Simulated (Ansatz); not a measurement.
Program: Ansatz. Geometries: PBE0-D4/def2-TZVP. ΔE: electronic, gas phase. CCSD(T)/CBS adds triple-zeta CCSD(T) − MP2 to the extrapolated MP2 energy (def2 sets, frozen cores). This one scheme is used for every species, atoms too. Functionals use def2-TZVPP. HSE06 is defined as in plane-wave codes. No spin–orbit coupling; open shells (•) take unrestricted orbitals. Spin–orbit coupling would lower the free atoms: a little for B.

Reaction (atomization): `[BH3-][PH3+]` → B• + 6 H• + P•

| level | ΔE (kJ/mol) | difference from CCSD(T)/CBS |
| --- | --- | --- |
| revPBE-D4 | 2277.2 | -14.9 |
| B2PLYP | 2284.6 | -7.5 |
| PBE-QIDH | 2275.5 | -16.6 |
| r2SCAN | 2312.9 | 20.8 |
| PBE0 | 2287.5 | -4.6 |
| r2SCANh | 2307.1 | 15.0 |
| HSE06 | 2289.1 | -3.0 |
| LC-ωPBE | 2277.5 | -14.6 |
| MP2/def2-SVP | 2120.7 | -171.4 |
| CCSD(T)/def2-TZVPP | 2242.3 | -49.8 |
| CCSD(T)/CBS | 2292.1 | 0 |

Largest T1 diagnostic among the species: 0.014.

From PBE to PBE0 (25 % exact exchange), in def2-TZVPP and without D4, ΔE moves by −10.4 kJ/mol: exact exchange takes away binding that semilocal exchange gives to molecules. In def2-TZVPP, CCSD(T) changes the Hartree–Fock value by +505.5 kJ/mol (the triples alone add +18.5 kJ/mol) and MP2 by +474.8 kJ/mol; breaking electron pairs costs correlation energy, which Hartree–Fock lacks. Leaving LDA and LC-ωPBE aside and taking each functional with its dispersion term where it has one, the values, not all of them listed here, spread over 54.7 kJ/mol, from PBE-QIDH to CAM-B3LYP-D4. LDA lies +280.4 kJ/mol from PBE without D4, its usual overbinding.

For atomizations the MP2-based limit and the directly extrapolated one differ by several kJ/mol either way, and by 10 to 25 for some Ge, Se and Sn compounds, so smaller differences from it don't rank the levels.
